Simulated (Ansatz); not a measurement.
Chalcopyrite CdGeAs2, treated with PBE-D4 in Ansatz (PAW).

Run with plane-wave cutoff 520 eV, 8×8×8 k mesh, Fermi–Dirac smearing 0.01 eV, scalar-relativistic PAW data made under PBE.

Shape and atoms are relaxed at each volume.

Pressure at four volumes; x = ln(V/25.203 Å³). One pressure is withheld.

| V (Å³/atom) | x | P (GPa) |
|---|---|---|
| 24.194 | -0.0409 | ? |
| 24.698 | -0.0202 | 1.25 |
| 25.203 | 0.0000 | -0.01 |
| 26.211 | 0.0392 | -2.12 |

Pass a parabola P(x) through the three rows shown, estimate the bulk modulus and its pressure derivative near zero pressure, and predict the withheld pressure.

Slopes between the rows: (-0.01 − (1.25))/(0.0000 − (-0.0202)) = -62.38 and (-2.12 − (-0.01))/(0.0392 − (0.0000)) = -53.83 GPa. Their difference over the span 0.0594 is c = 8.55/0.0594 = 143.9 GPa, so P(x) = 1.25 + (-62.38)(x − (-0.0202)) + 143.9 (x − (-0.0202))(x − (0.0000)). At the middle row B = −dP/dx = −[-62.38 + 143.9 × 0.0202] = 59.5 GPa, and B′ = dB/dP = 2c/B = 4.8. At x = -0.0409 the parabola gives 2.66 GPa; the run gives 2.65 GPa. The Birch–Murnaghan fit to the energies at all volumes has B0 = 59.2 GPa and B′ = 4.7.

Measured, for comparison: bulk modulus 69.9 GPa (temperature not stated, no zero-point or thermal correction; as tabulated in Toher et al. (2017), arXiv:1611.05714). Computed (rounded) less measured: bulk modulus -15 %.

Note: the bulk modulus comes from volumes at which shape and atoms were relaxed.

Ansatz is a quantum-chemistry and plane-wave program.
